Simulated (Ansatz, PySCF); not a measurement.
Molecule: C₂H₆N (charge 0, doublet). It need not be the lowest isomer of its formula. 
Coordinates optimised at B3LYP-D3(BJ)/def2-TZVP (Ansatz, a quantum-chemistry and plane-wave program):
```
C
H 1 1.0919
H 1 1.0919 2 107.00
N 1 1.4852 2 106.99 3 -114.39
H 4 1.0153 1 109.60 2 179.12
H 4 1.0153 5 106.18 1 -118.30
C 1 1.4856 2 111.07 3 121.37
H 7 1.0827 1 120.60 2 37.28
H 7 1.0827 8 117.47 1 -166.90
```
Charge 0, spin multiplicity 2.


Quantity: enthalpy of formation at 298 K (from the atomisation energy, B3LYP-D3(BJ)/def2-TZVP harmonic zero-point and thermal terms from PySCF, and the atoms' enthalpies of formation in the G2/97 table; no spin-orbit terms, and no core term in the frozen-core levels), in kJ/mol. Correlated levels leave the core frozen unless marked. UHF or UKS for open shells. Spin-orbit coupling is left out. Non-relativistic. The coupled-cluster limit lacks core correlation, which all-electron functionals hold. CBS(X,Y): correlation extrapolated as X^-3; Hartree-Fock from the larger set. [CCSD(T)-MP2]/basis is that difference in the basis named.

```tsv
level	program	enthalpy of formation at 298 K (kJ/mol)
HF/cc-pVQZ	Ansatz	1039.5
PBE-D4/def2-TZVPD	Ansatz + dftd4	79.7
BLYP-D3(BJ)/def2-TZVPD	Ansatz + dftd3	141.4
revPBE-D3(BJ)/def2-TZVPD	Ansatz + dftd3	160.0
```

Predict the RI-MP2/CBS(cc-pVTZ,cc-pVQZ)+[CCSD(T)-MP2]/cc-pVTZ result (Ansatz).

162.0 kJ/mol, so revPBE-D3(BJ)/def2-TZVPD differs from it by -2.0 kJ/mol.
